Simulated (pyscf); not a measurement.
PySCF, gas phase, ωB97X-D3(BJ)/def2-SVP geometries.

### Question
H₂O (SMILES O) + HO–SnH(OH)–OH (SMILES [OH][SnH]([OH])[OH]) → HO–Sn(OH)(OH)–OH (SMILES [OH][Sn]([OH])([OH])[OH]) + H₂ (SMILES [H][H])
Surface: singlet. Broken: H–O, H–Sn. Formed: O–Sn, H–H. Give ΔE‡ and ΔE from ωB97M-D3(BJ)/def2-TZVP, relative to the separated reactants.

### Answer
ΔE‡ = 29.1 kcal/mol, ΔE = -0.5 kcal/mol. Zero-point energy shifts the barrier by -0.4 kcal/mol. It is a four-centre exchange, with an imaginary mode of 1404i cm⁻¹. On the reactant side the descent ends in an adduct with a O–Sn contact (not fully relaxed), 13.8 kcal/mol under the separated species and 41.4 kcal/mol under the saddle at ωB97X-D3(BJ)/def2-TZVP. What is counted as formed (O–Sn) is already present as a longer contact in the reactant adduct; forming that adduct is a step of its own. At the saddle there is also a short H–Sn contact that neither side keeps. One saddle was located; it need not be the lowest between these sides. Elements past Kr carry the def2 core potentials, without spin-orbit coupling.
